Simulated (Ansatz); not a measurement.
Antifluorite Mg2Si: PBE at its full settings (plane-wave cutoff 520 eV, 10×10×10 k mesh, Fermi–Dirac smearing 0.01 eV, scalar-relativistic PAW data made under PBE) and at cheaper ones, in a cell of 3 atoms with Γ-centred meshes.

```json
[
 {"level and setting": "PBE (Ansatz)", "equilibrium lattice constant a (Å)": "6.365", "bulk modulus B0 (GPa)": "54.0"},
 {"level and setting": "PBE (300 eV cutoff) (Ansatz)", "equilibrium lattice constant a (Å)": "6.366", "bulk modulus B0 (GPa)": "53.4"},
 {"level and setting": "PBE (Γ point alone) (Ansatz)", "equilibrium lattice constant a (Å)": "6.761", "bulk modulus B0 (GPa)": "39.8"},
 {"level and setting": "PBE (2×2×2 k mesh) (Ansatz)", "equilibrium lattice constant a (Å)": "6.404", "bulk modulus B0 (GPa)": "47.8"},
 {"level and setting": "PBE (4×4×4 k mesh) (Ansatz)", "equilibrium lattice constant a (Å)": "6.364", "bulk modulus B0 (GPa)": "55.1"},
 {"level and setting": "PBE (6×6×6 k mesh) (Ansatz)", "equilibrium lattice constant a (Å)": "6.364", "bulk modulus B0 (GPa)": "54.4"},
 {"level and setting": "PBE (Fermi-Dirac smearing of 0.3 eV) (Ansatz)", "equilibrium lattice constant a (Å)": "6.369", "bulk modulus B0 (GPa)": "52.6"}
]
```

Largest shifts from the full settings: lattice constant a +6.22 % (PBE (Γ point alone)); bulk modulus -26 % (PBE (Γ point alone)), against a difference of -1.8 % of the full result from the reference 55 GPa (measured, temperature not stated, no zero-point or thermal correction, sources range from 47.0 to 55.0; as tabulated in Råsander and Moram (2015), arXiv:1505.02379).

Ansatz's density-functional and Hartree–Fock values are scalar-relativistic unless marked +SOC, with PAW data made under PBE.

Run with cheap settings on purpose, which may leave them unconverged: PBE (2×2×2 k mesh), PBE (300 eV cutoff), PBE (4×4×4 k mesh), PBE (6×6×6 k mesh), PBE (Fermi-Dirac smearing of 0.3 eV), PBE (Γ point alone).

Ansatz is a first-principles code.
